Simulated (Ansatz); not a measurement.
Species: C2H6N, charge 0, multiplicity 2. It need not be the lowest isomer of its formula. SMILES: [CH2]NC
Coordinates optimised at B3LYP-D3(BJ)/def2-TZVP (Ansatz, an electronic-structure program):
```
N
H 1 1.0087
C 1 1.3821 2 114.76
H 3 1.0801 1 117.00 2 33.44
H 3 1.0812 4 119.04 1 -149.23
C 1 1.4488 2 114.11 3 -142.72
H 6 1.0899 1 109.72 2 -45.31
H 6 1.0918 7 108.03 1 118.94
H 6 1.0982 7 108.88 8 116.98
```
Charge 0, spin multiplicity 2.

Parts of the frozen-core correlation energy in cc-pVDZ (Ansatz, hartree). Frozen orbitals: 3; correlated occupied orbitals by spin: 10 and 9; virtual: 59 and 60. Open shells are spin-unrestricted. Spin-orbit coupling is left out. No relativistic terms.

```json
[
 {"term": "reference (HF)", "value": "-133.62862"},
 {"term": "MP2 opposite-spin", "value": "-0.33538"},
 {"term": "MP2 same-spin", "value": "(withheld)"},
 {"term": "CCSD correlation", "value": "(withheld)"},
 {"term": "(T)", "value": "(withheld)"},
 {"term": "T1 diagnostic", "value": "0.015"},
 {"term": "largest doubles amplitude", "value": "0.017"},
 {"term": "<S^2> of the reference", "value": "0.761"}
]
```

### Question
Complete the blanks.

### Answer

- MP2 same-spin, value: -0.10251
- CCSD correlation, value: -0.48075
- (T), value: -0.01286
